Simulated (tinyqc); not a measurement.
UHF in the sto-3g basis, for H2O+, spin multiplicity 2, step by step (part 1 of 2). Computed by tinyqc, a small Python program that keeps every step (integrals from PySCF). Settings: charge = 1, multiplicity = 2, basis = sto-3g, energy threshold = 1e-08, iteration cap = 67, orthogonalisation = canonical, start = core, DIIS depth = 4, method = UHF. Command: `OMP_NUM_THREADS=1 python tinyqc.py 24171 24172 out.jsonl` (the two numbers bound the seeds that draw the settings). One thread of a shared host (Intel(R) Xeon(R) Processor @ 2.60GHz), about 0.1 s of CPU time with the checks. Later iterations appear only in the table of the cycle.

## One-electron integrals

Geometry (angstrom):

| atom | x | y | z |
|---|---|---|---|
| O | 0.000000 | 0.000000 | 0.000000 |
| H | 0.000000 | 0.899000 | 0.819000 |
| H | 0.000000 | -0.899000 | 0.819000 |

Basis sto-3g: exponents (1/bohr^2) and contraction coefficients of normalised primitives:

| element | l (shell) | exponent | coefficient |
|---|---|---|---|
| O | s (1) | 130.709320 | 0.154329 |
| O | s (1) | 23.808861 | 0.535328 |
| O | s (1) | 6.443608 | 0.444635 |
| O | s (2) | 5.033151 | -0.099967 |
| O | s (2) | 1.169596 | 0.399513 |
| O | s (2) | 0.380389 | 0.700115 |
| O | p (3) | 5.033151 | 0.155916 |
| O | p (3) | 1.169596 | 0.607684 |
| O | p (3) | 0.380389 | 0.391957 |
| H | s (1) | 3.425251 | 0.154329 |
| H | s (1) | 0.623914 | 0.535328 |
| H | s (1) | 0.168855 | 0.444635 |

Overlap, kinetic and nuclear-attraction integrals over the contracted functions; the nuclear repulsion is the sum of Za Zb / Rab.

nuclear repulsion = 7.25645204 hartree

overlap S, lower triangle:
```
           1O 1s     1O 2s    1O 2px     1O 2py    1O 2pz     2H 1s     3H 1s
1O 1s   1.000000
1O 2s   0.236704  1.000000
1O 2px  0.000000  0.000000  1.000000
1O 2py  0.000000  0.000000  0.000000   1.000000
1O 2pz  0.000000  0.000000  0.000000   0.000000  1.000000
2H 1s   0.029199  0.322262  0.000000   0.218945  0.199462  1.000000
3H 1s   0.029199  0.322262  0.000000  -0.218945  0.199462  0.164602  1.000000
```

kinetic energy T (hartree), lower triangle:
```
            1O 1s     1O 2s    1O 2px     1O 2py    1O 2pz      2H 1s     3H 1s
1O 1s   29.003200
1O 2s   -0.168011  0.808128
1O 2px   0.000000  0.000000  2.528731
1O 2py   0.000000  0.000000  0.000000   2.528731
1O 2pz   0.000000  0.000000  0.000000   0.000000  2.528731
2H 1s   -0.008718  0.037070  0.000000   0.092959  0.084687   0.760032
3H 1s   -0.008718  0.037070  0.000000  -0.092959  0.084687  -0.006115  0.760032
```

nuclear attraction V (hartree), lower triangle:
```
             1O 1s      1O 2s     1O 2px     1O 2py     1O 2pz      2H 1s      3H 1s
1O 1s   -61.488722
1O 2s    -7.389075  -9.920210
1O 2px    0.000000   0.000000  -9.800910
1O 2py    0.000000   0.000000   0.000000  -9.876787
1O 2pz   -0.012953  -0.160876   0.000000   0.000000  -9.863883
2H 1s    -0.931822  -2.389359   0.000000  -1.414497  -1.329415  -4.956178
3H 1s    -0.931822  -2.389359   0.000000   1.414497  -1.329415  -0.887769  -4.956178
```

core Hamiltonian H = T + V (hartree), lower triangle:
```
             1O 1s      1O 2s     1O 2px     1O 2py     1O 2pz      2H 1s      3H 1s
1O 1s   -32.485522
1O 2s    -7.557086  -9.112082
1O 2px    0.000000   0.000000  -7.272179
1O 2py    0.000000   0.000000   0.000000  -7.348055
1O 2pz   -0.012953  -0.160876   0.000000   0.000000  -7.335152
2H 1s    -0.940540  -2.352288   0.000000  -1.321538  -1.244728  -4.196146
3H 1s    -0.940540  -2.352288   0.000000   1.321538  -1.244728  -0.893884  -4.196146
```

## Two-electron integrals

Functions are numbered as in S; the eight-fold symmetry (ij|kl) = (ji|kl) = (kl|ij) leaves the list below.

Two-electron integrals (ij|kl) in chemists' order, unique and non-zero (hartree):
```
(11|11) 4.785065    (21|11) 0.741380    (21|21) 0.136873    (22|11) 1.118947
(22|21) 0.256633    (22|22) 0.817206    (31|31) 0.024477    (32|31) 0.037809
(32|32) 0.180518    (33|11) 1.115814    (33|21) 0.256684    (33|22) 0.817023
(33|33) 0.880159    (41|41) 0.024477    (42|41) 0.037809    (42|42) 0.180518
(43|43) 0.047444    (44|11) 1.115814    (44|21) 0.256684    (44|22) 0.817023
(44|33) 0.785270    (44|44) 0.880159    (51|51) 0.024477    (52|51) 0.037809
(52|52) 0.180518    (53|53) 0.047444    (54|54) 0.047444    (55|11) 1.115814
(55|21) 0.256684    (55|22) 0.817023    (55|33) 0.785270    (55|44) 0.785270
(55|55) 0.880159    (61|11) 0.092437    (61|21) 0.016941    (61|22) 0.031629
(61|33) 0.031568    (61|41) 0.000562    (61|42) 0.001063    (61|44) 0.031670
(61|51) 0.000512    (61|52) 0.000969    (61|54) 0.000093    (61|55) 0.031653
(61|61) 0.002123    (62|11) 0.252749    (62|21) 0.058819    (62|22) 0.210893
(62|33) 0.207126    (62|41) 0.003253    (62|42) 0.026172    (62|44) 0.213186
(62|51) 0.002964    (62|52) 0.023843    (62|54) 0.005521    (62|55) 0.212156
(62|61) 0.007437    (62|62) 0.070716    (63|31) 0.005804    (63|32) 0.035044
(63|43) 0.005259    (63|53) 0.004791    (63|63) 0.009466    (64|11) 0.143406
(64|21) 0.033773    (64|22) 0.129317    (64|33) 0.123633    (64|41) 0.007423
(64|42) 0.050007    (64|44) 0.137640    (64|51) 0.001475    (64|52) 0.013631
(64|54) 0.007970    (64|55) 0.126528    (64|61) 0.004434    (64|62) 0.052757
(64|64) 0.048395    (65|11) 0.130644    (65|21) 0.030768    (65|22) 0.117809
(65|33) 0.112631    (65|41) 0.001475    (65|42) 0.013631    (65|44) 0.115809
(65|51) 0.007148    (65|52) 0.047463    (65|54) 0.008155    (65|55) 0.124851
(65|61) 0.004039    (65|62) 0.048063    (65|64) 0.035465    (65|65) 0.041774
(66|11) 0.429230    (66|21) 0.101468    (66|22) 0.419356    (66|33) 0.403706
(66|41) 0.006500    (66|42) 0.074059    (66|44) 0.429094    (66|51) 0.005922
(66|52) 0.067469    (66|54) 0.023129    (66|55) 0.424777    (66|61) 0.012900
(66|62) 0.187059    (66|64) 0.159405    (66|65) 0.145220    (66|66) 0.774606
(71|11) 0.092437    (71|21) 0.016941    (71|22) 0.031629    (71|33) 0.031568
(71|41) -0.000562   (71|42) -0.001063   (71|44) 0.031670    (71|51) 0.000512
(71|52) 0.000969    (71|54) -0.000093   (71|55) 0.031653    (71|61) 0.002095
(71|62) 0.007232    (71|64) 0.003985    (71|65) 0.003932    (71|66) 0.012474
(71|71) 0.002123    (72|11) 0.252749    (72|21) 0.058819    (72|22) 0.210893
(72|33) 0.207126    (72|41) -0.003253   (72|42) -0.026172   (72|44) 0.213186
(72|51) 0.002964    (72|52) 0.023843    (72|54) -0.005521   (72|55) 0.212156
(72|61) 0.007232    (72|62) 0.056690    (72|64) 0.029433    (72|65) 0.037480
(72|66) 0.121251    (72|71) 0.007437    (72|72) 0.070716    (73|31) 0.005804
(73|32) 0.035044    (73|43) -0.005259   (73|53) 0.004791    (73|63) 0.007329
(73|73) 0.009466    (74|11) -0.143406   (74|21) -0.033773   (74|22) -0.129317
(74|33) -0.123633   (74|41) 0.007423    (74|42) 0.050007    (74|44) -0.137640
(74|51) -0.001475   (74|52) -0.013631   (74|54) 0.007970    (74|55) -0.126528
(74|61) -0.003985   (74|62) -0.029433   (74|64) -0.008355   (74|65) -0.019105
(74|66) -0.058020   (74|71) -0.004434   (74|72) -0.052757   (74|74) 0.048395
(75|11) 0.130644    (75|21) 0.030768    (75|22) 0.117809    (75|33) 0.112631
(75|41) -0.001475   (75|42) -0.013631   (75|44) 0.115809    (75|51) 0.007148
(75|52) 0.047463    (75|54) -0.008155   (75|55) 0.124851    (75|61) 0.003932
(75|62) 0.037480    (75|64) 0.019105    (75|65) 0.031753    (75|66) 0.087335
(75|71) 0.004039    (75|72) 0.048063    (75|74) -0.035465   (75|75) 0.041774
(76|11) 0.086680    (76|21) 0.020395    (76|22) 0.080617    (76|33) 0.078533
(76|44) 0.079876    (76|51) 0.001515    (76|52) 0.015101    (76|55) 0.083351
(76|61) 0.002558    (76|62) 0.027880    (76|64) 0.018144    (76|65) 0.021331
(76|66) 0.081316    (76|71) 0.002558    (76|72) 0.027880    (76|74) -0.018144
(76|75) 0.021331    (76|76) 0.014470    (77|11) 0.429230    (77|21) 0.101468
(77|22) 0.419356    (77|33) 0.403706    (77|41) -0.006500   (77|42) -0.074059
(77|44) 0.429094    (77|51) 0.005922    (77|52) 0.067469    (77|54) -0.023129
(77|55) 0.424777    (77|61) 0.012474    (77|62) 0.121251    (77|64) 0.058020
(77|65) 0.087335    (77|66) 0.292238    (77|71) 0.012900    (77|72) 0.187059
(77|74) -0.159405   (77|75) 0.145220    (77|76) 0.081316    (77|77) 0.774606
```

## Orthogonalisation

S = U s U^T; canonical form X = U s^(-1/2), so that X^T S X = 1. Each column of U has its largest component positive (the first on a tie).

eigenvalues of S: 0.504129  0.597312  0.880809  1.000000  1.113176  1.238085  1.666490

X:
```
                1          2          3         4          5          6         7
1O 1s   -0.385241   0.000000   0.706205  0.000000   0.616880   0.000000  0.193336
1O 2s    0.953030   0.000000  -0.305562  0.000000   0.336274   0.000000  0.447684
1O 2px   0.000000   0.000000   0.000000  1.000000   0.000000   0.000000  0.000000
1O 2py   0.000000   0.788703   0.000000  0.000000   0.000000   0.712454  0.000000
1O 2pz   0.476051   0.000000   0.678919  0.000000  -0.590419   0.000000  0.234592
2H 1s   -0.591743  -0.725298  -0.202849  0.000000  -0.167503   0.387368  0.391938
3H 1s   -0.591743   0.725298  -0.202849  0.000000  -0.167503  -0.387368  0.391938
```

## Starting guess

The start is the orbitals of the core Hamiltonian; D(s) = C_occ C_occ^T for each spin.

D(alpha) at the start, lower triangle:
```
            1O 1s      1O 2s    1O 2px     1O 2py     1O 2pz     2H 1s     3H 1s
1O 1s    1.063399
1O 2s   -0.274255   1.184937
1O 2px   0.000000   0.000000  1.000000
1O 2py   0.000000   0.000000  0.000000   1.078887
1O 2pz  -0.015161   0.084987  0.000000   0.000000   1.055949
2H 1s    0.026809  -0.113802  0.000000  -0.112426  -0.088622  0.028812
3H 1s    0.026809  -0.113802  0.000000   0.112426  -0.088622  0.005381  0.028812
```

D(beta) at the start, lower triangle:
```
            1O 1s      1O 2s    1O 2px     1O 2py     1O 2pz     2H 1s     3H 1s
1O 1s    1.063399
1O 2s   -0.274255   1.184937
1O 2px   0.000000   0.000000  0.000000
1O 2py   0.000000   0.000000  0.000000   1.078887
1O 2pz  -0.015161   0.084987  0.000000   0.000000   1.055949
2H 1s    0.026809  -0.113802  0.000000  -0.112426  -0.088622  0.028812
3H 1s    0.026809  -0.113802  0.000000   0.112426  -0.088622  0.005381  0.028812
```

## Iteration 1: building the Fock matrix

J_ij = sum D_kl (ij|kl) with D = D(alpha) + D(beta), K_ij = sum D_kl (ik|jl) for each spin; F = H + J - K(s); E = tr D H + tr D J / 2 - 0.5 sum_s tr D(s) K(s) + E_nn.

Coulomb J (hartree), lower triangle:
```
            1O 1s      1O 2s    1O 2px     1O 2py    1O 2pz     2H 1s     3H 1s
1O 1s   17.514742
1O 2s    3.297470   8.005373
1O 2px   0.000000   0.000000  7.936136
1O 2py   0.000000   0.000000  0.000000   8.028603
1O 2pz   0.003101  -0.000234  0.000000   0.000000  8.028345
2H 1s    0.408697   1.990579  0.000000   1.198343  1.090361  3.790038
3H 1s    0.408697   1.990579  0.000000  -1.198343  1.090361  0.738395  3.790038
```

exchange K(alpha) (hartree), lower triangle:
```
           1O 1s     1O 2s    1O 2px     1O 2py    1O 2pz     2H 1s     3H 1s
1O 1s   4.922611
1O 2s   0.859300  1.433789
1O 2px  0.000000  0.000000  1.181870
1O 2py  0.000000  0.000000  0.000000   1.182338
1O 2pz  0.000595  0.002732  0.000000   0.000000  1.181213
2H 1s   0.113055  0.307188  0.000000   0.138216  0.125097  0.110044
3H 1s   0.113055  0.307188  0.000000  -0.138216  0.125097  0.066436  0.110044
```

exchange K(beta) (hartree), lower triangle:
```
           1O 1s     1O 2s    1O 2px     1O 2py    1O 2pz     2H 1s     3H 1s
1O 1s   4.898133
1O 2s   0.821491  1.253271
1O 2px  0.000000  0.000000  0.301711
1O 2py  0.000000  0.000000  0.000000   1.134893
1O 2pz  0.000595  0.002732  0.000000   0.000000  1.133768
2H 1s   0.107251  0.272144  0.000000   0.132956  0.120306  0.100578
3H 1s   0.107251  0.272144  0.000000  -0.132956  0.120306  0.059107  0.100578
```

F(alpha) (hartree), lower triangle:
```
             1O 1s      1O 2s     1O 2px     1O 2py     1O 2pz      2H 1s      3H 1s
1O 1s   -19.893391
1O 2s    -5.118916  -2.540498
1O 2px    0.000000   0.000000  -0.517913
1O 2py    0.000000   0.000000   0.000000  -0.501790
1O 2pz   -0.010447  -0.163842   0.000000   0.000000  -0.488020
2H 1s    -0.644898  -0.668898   0.000000  -0.261411  -0.279464  -0.516152
3H 1s    -0.644898  -0.668898   0.000000   0.261411  -0.279464  -0.221925  -0.516152
```

F(beta) (hartree), lower triangle:
```
             1O 1s      1O 2s    1O 2px     1O 2py     1O 2pz      2H 1s      3H 1s
1O 1s   -19.868913
1O 2s    -5.081107  -2.359979
1O 2px    0.000000   0.000000  0.362246
1O 2py    0.000000   0.000000  0.000000  -0.454346
1O 2pz   -0.010447  -0.163842  0.000000   0.000000  -0.440575
2H 1s    -0.639094  -0.633854  0.000000  -0.256152  -0.274673  -0.506687
3H 1s    -0.639094  -0.633854  0.000000   0.256152  -0.274673  -0.214596  -0.506687
```

total energy of this density = -73.65266889 hartree

## Iteration 1: diagonalisation and new density

Diagonalise F' = X^T F X, C = X C', fill 5 alpha and 4 beta electrons from the bottom; D(s) = C_occ C_occ^T. Each column has its largest component positive (the first on a tie).

F' = X^T F X (alpha) (hartree), lower triangle:
```
           1          2          3          4          5          6          7
1  -1.037635
2   0.000000  -0.023546
3   2.419795   0.000000  -7.819409
4   0.000000   0.000000   0.000000  -0.517913
5   2.335155   0.000000  -8.244275   0.000000  -9.813435
6   0.000000  -0.006200   0.000000   0.000000   0.000000  -0.631583
7   0.724010   0.000000  -3.832952   0.000000  -4.501727   0.000000  -3.195582
```

orbital energies (alpha) (hartree): MO1 -19.903607, MO2 -1.343577, MO3 -0.631647, MO4 -0.533251, MO5 -0.517913, MO6 -0.085626, MO7 -0.023482

coefficients C (alpha):
```
              MO1        MO2        MO3        MO4       MO5        MO6        MO7
1O 1s    0.993779  -0.248891   0.000000   0.097768  0.000000  -0.077157   0.000000
1O 2s    0.026181   0.939049   0.000000  -0.459565  0.000000   0.470570   0.000000
1O 2px   0.000000   0.000000   0.000000   0.000000  1.000000   0.000000   0.000000
1O 2py   0.000000   0.000000   0.720458   0.000000  0.000000   0.000000   0.781398
1O 2pz   0.002379   0.179155   0.000000   0.752607  0.000000   0.701901   0.000000
2H 1s   -0.004271   0.088120   0.379953   0.312869  0.000000  -0.683601  -0.729209
3H 1s   -0.004271   0.088120  -0.379953   0.312869  0.000000  -0.683601   0.729209
```

F' = X^T F X (beta) (hartree), lower triangle:
```
           1          2          3         4          5          6          7
1  -0.954451
2   0.000000  -0.003818
3   2.400234   0.000000  -7.780690
4   0.000000   0.000000   0.000000  0.362246
5   2.368475   0.000000  -8.272147  0.000000  -9.758940
6   0.000000   0.017037   0.000000  0.000000   0.000000  -0.601054
7   0.802150   0.000000  -3.849605  0.000000  -4.463690   0.000000  -3.116054
```

orbital energies (beta) (hartree): MO1 -19.877531, MO2 -1.191413, MO3 -0.601539, MO4 -0.480299, MO5 -0.060893, MO6 -0.003332, MO7 0.362246

coefficients C (beta):
```
              MO1        MO2        MO3        MO4        MO5        MO6       MO7
1O 1s    0.994331  -0.237686   0.000000   0.114361  -0.082390   0.000000  0.000000
1O 2s    0.023953   0.891795   0.000000  -0.528233   0.490137   0.000000  0.000000
1O 2px   0.000000   0.000000   0.000000   0.000000   0.000000   0.000000  1.000000
1O 2py   0.000000   0.000000   0.689693   0.000000   0.000000   0.808682  0.000000
1O 2pz   0.002228   0.204144   0.000000   0.726154   0.722637   0.000000  0.000000
2H 1s   -0.003929   0.130269   0.407876   0.319217  -0.673866  -0.713967  0.000000
3H 1s   -0.003929   0.130269  -0.407876   0.319217  -0.673866   0.713967  0.000000
```

D(alpha) after iteration 1, lower triangle:
```
            1O 1s      1O 2s    1O 2px     1O 2py    1O 2pz      2H 1s     3H 1s
1O 1s    1.059103
1O 2s   -0.252634   1.093699
1O 2px   0.000000   0.000000  1.000000
1O 2py   0.000000   0.000000  0.000000   0.519060
1O 2pz   0.031356  -0.177574  0.000000   0.000000  0.598520
2H 1s    0.004412  -0.061146  0.000000   0.273740  0.251244   0.250035
3H 1s    0.004412  -0.061146  0.000000  -0.273740  0.251244  -0.038694  0.250035
```

D(beta) after iteration 1, lower triangle:
```
            1O 1s      1O 2s    1O 2px     1O 2py    1O 2pz      2H 1s     3H 1s
1O 1s    1.058268
1O 2s   -0.248559   1.074902
1O 2px   0.000000   0.000000  0.000000
1O 2py   0.000000   0.000000  0.000000   0.475677
1O 2pz   0.036737  -0.201471  0.000000   0.000000  0.568980
2H 1s    0.001637  -0.052542  0.000000   0.281309  0.258385   0.285247
3H 1s    0.001637  -0.052542  0.000000  -0.281309  0.258385  -0.047478  0.285247
```

## Iteration 2: building the Fock matrix

As before.

Coulomb J (hartree), lower triangle:
```
            1O 1s     1O 2s    1O 2px     1O 2py    1O 2pz     2H 1s     3H 1s
1O 1s   16.260211
1O 2s    3.017287  7.334973
1O 2px   0.000000  0.000000  7.284511
1O 2py   0.000000  0.000000  0.000000   7.345784
1O 2pz  -0.002741  0.054125  0.000000   0.000000  7.351186
2H 1s    0.374021  1.892623  0.000000   1.161653  1.076824  3.958321
3H 1s    0.374021  1.892623  0.000000  -1.161653  1.076824  0.737686  3.958321
```

exchange K(alpha) (hartree), lower triangle:
```
           1O 1s      1O 2s    1O 2px     1O 2py    1O 2pz     2H 1s     3H 1s
1O 1s   4.894327
1O 2s   0.827495   1.324386
1O 2px  0.000000   0.000000  1.143707
1O 2py  0.000000   0.000000  0.000000   0.908417
1O 2pz  0.002807  -0.022854  0.000000   0.000000  0.944469
2H 1s   0.109159   0.370103  0.000000   0.258350  0.248569  0.444487
3H 1s   0.109159   0.370103  0.000000  -0.258350  0.248569  0.112962  0.444487
```

exchange K(beta) (hartree), lower triangle:
```
           1O 1s      1O 2s    1O 2px     1O 2py    1O 2pz     2H 1s     3H 1s
1O 1s   4.867240
1O 2s   0.787181   1.129382
1O 2px  0.000000   0.000000  0.258958
1O 2py  0.000000   0.000000  0.000000   0.827870
1O 2pz  0.002518  -0.036133  0.000000   0.000000  0.873612
2H 1s   0.102943   0.337878  0.000000   0.255452  0.244082  0.462650
3H 1s   0.102943   0.337878  0.000000  -0.255452  0.244082  0.108765  0.462650
```

F(alpha) (hartree), lower triangle:
```
             1O 1s      1O 2s     1O 2px     1O 2py     1O 2pz      2H 1s      3H 1s
1O 1s   -21.119639
1O 2s    -5.367294  -3.101494
1O 2px    0.000000   0.000000  -1.131375
1O 2py    0.000000   0.000000   0.000000  -0.910688
1O 2pz   -0.018501  -0.083897   0.000000   0.000000  -0.928435
2H 1s    -0.675677  -0.829769   0.000000  -0.418235  -0.416473  -0.682312
3H 1s    -0.675677  -0.829769   0.000000   0.418235  -0.416473  -0.269160  -0.682312
```

F(beta) (hartree), lower triangle:
```
             1O 1s      1O 2s     1O 2px     1O 2py     1O 2pz      2H 1s      3H 1s
1O 1s   -21.092551
1O 2s    -5.326980  -2.906491
1O 2px    0.000000   0.000000  -0.246626
1O 2py    0.000000   0.000000   0.000000  -0.830141
1O 2pz   -0.018211  -0.070618   0.000000   0.000000  -0.857578
2H 1s    -0.669462  -0.797544   0.000000  -0.415338  -0.411986  -0.700475
3H 1s    -0.669462  -0.797544   0.000000   0.415338  -0.411986  -0.264962  -0.700475
```

total energy of this density = -74.59345808 hartree
